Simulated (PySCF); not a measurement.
Mapped SMILES: `[cH:1]1[cH:2][n:3][s:4][n:5]1`. Each H is labelled by its parent atom.

Geometry: PBE0-D3(BJ)/def2-TZVP; GIAO absolute shieldings from PySCF 2.14.0 with density-fitted response routines, gas phase, non-relativistic, averaged over equivalent atoms.

At B97-2/pcSseg-2 (215 basis functions, 15 s wall time on 1 thread of an Arm Neoverse V1, shared host):
| atoms | σ (ppm) |
| --- | --- |
| C1/C2 | 30.5 |
| N3/N5 | -125.6 |
| S4 | -48.4 |
| H(C1)/H(C2) | 22.95 |

Question: What do these become at wB97X-D/pcSseg-2?

Answer: 
| atoms | σ at wB97X-D/pcSseg-2 | change |
| --- | --- | --- |
| C1/C2 | 26.4 | -4.1 |
| N3/N5 | -140.3 | -14.7 |
| S4 | -71.2 | -22.8 |
| H(C1)/H(C2) | 22.92 | -0.03 |

The largest change is at S4 (aromatic ring sulfur). Cost: 215 basis functions, 20 s wall time on 1 thread of an Arm Neoverse V1, shared host.
